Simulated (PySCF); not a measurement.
Compound: FH₅Si₂.
Geometry (PBE0-D3(BJ)/def2-SVP, Å), atoms numbered from 1 in this order:
```xyz
8
FH5Si2 angstrom
F      2.054    0.291    1.287
Si     1.416    0.082   -0.201
Si    -0.918    0.178   -0.019
H      1.871   -1.241   -0.722
H      1.941    1.163   -1.087
H     -1.339    1.511    0.507
H     -1.405   -0.893    0.902
H     -1.521   -0.028   -1.373
```

The calculation used PySCF 2.14.0, PBE0-D3(BJ)/def2-SVP geometry optimisation, gas phase.

Take the most abundant isotopes and a rigid rotor. 

Question: Give the principal moments of inertia and the rotational constants in GHz.

Answer: Ia = 33.09, Ib = 152.08, Ic = 173.22 u·Å²; 505379 MHz·u·Å²/I gives 15274, 3323 and 2918 MHz, that is A = 15.274, B = 3.3231, C = 2.9175 GHz.

Question: What kind of rotor is it?

Answer: A near-prolate asymmetric top: κ = (2 × 3323 − 15274 − 2918)/(15274 − 2918) = -0.93.

Question: What does the inertial defect say?

Answer: Not planar: Δ = Ic − Ia − Ib = -11.95 u·Å². For a rigid frame Δ = −2 Σ m c², so Σ m c² = 5.97 u·Å² lies off the ab plane, practically all of it from hydrogen. The atom farthest from that plane is 1.23 Å away.

Question: Give the other two planar moments, Paa and Pbb, and the rms extents of the mass along the axes.

Answer: Paa = Σ m a² = (Ib + Ic − Ia)/2 = 146.11 and Pbb = Σ m b² = (Ia + Ic − Ib)/2 = 27.11 u·Å². With the mass M = 79.99 u, the rms extents √(P/M) along a, b and c are 1.35, 0.58, 0.27 Å.

Question: Which types of transition are allowed, and where do some lines up to J = 3 fall?

Answer: The dipole components are |μa| = 0.95 D, |μb| = 1.01 D, |μc| = 0.00 D; the mirror of this Cs structure is the ab plane, so μc vanishes by symmetry and there are no c-type lines. The squared components, which scale the intensities, stand as 0.88 : 1.00 (a : b). Some lines, for components of 0.1 D or more:

```csv
type,branch,"J(Ka,Kc)",MHz,lower level (cm⁻¹)
a,Q,"1(1,0) ← 1(1,1)",406,0.607
b,R,"2(0,2) ← 1(1,1)",520,0.607
a,Q,"2(1,1) ← 2(1,2)",1217,1.010
a,R,"1(0,1) ← 0(0,0)",6241,0.000
b,R,"3(0,3) ← 2(1,2)",7125,1.010
a,R,"2(1,2) ← 1(1,1)",12076,0.607
b,Q,"1(1,0) ← 1(0,1)",12357,0.208
a,R,"2(0,2) ← 1(0,1)",12471,0.208
a,R,"2(1,1) ← 1(1,0)",12887,0.620
a,R,"3(1,3) ← 2(1,2)",18107,1.010
b,R,"1(1,1) ← 0(0,0)",18192,0.000
a,R,"3(0,3) ← 2(0,2)",18681,0.624
a,R,"3(2,1) ← 2(2,0)",18762,2.246
a,R,"3(1,2) ← 2(1,1)",19324,1.050
b,R,"3(1,3) ← 2(0,2)",29663,0.624
b,Q,"3(2,1) ← 3(1,2)",35302,1.695
b,Q,"2(2,0) ← 2(1,1)",35864,1.050
b,R,"2(2,0) ← 1(1,1)",49156,0.607
b,R,"3(2,2) ← 2(1,1)",54575,1.050
b,R,"3(2,1) ← 2(1,2)",55842,1.010
b,R,"3(3,0) ← 2(2,1)",79498,2.246
```

Question: Estimate the classical rotational partition function at 50 K, 200 K and 500 K.

Answer: Point group Cs, symmetry number σ = 1; q = (√π/σ)·√((kT/h)³/(ABC)), k/h = 20836.6 MHz/K: 4900 at 50 K, 39200 at 200 K, 155000 at 500 K.

Stationary, but not proved a minimum. No vibrational averaging or centrifugal distortion is included, and the geometry carries the error of its method. A rigid rotor knows nothing of internal rotation, which can split or shift real lines.
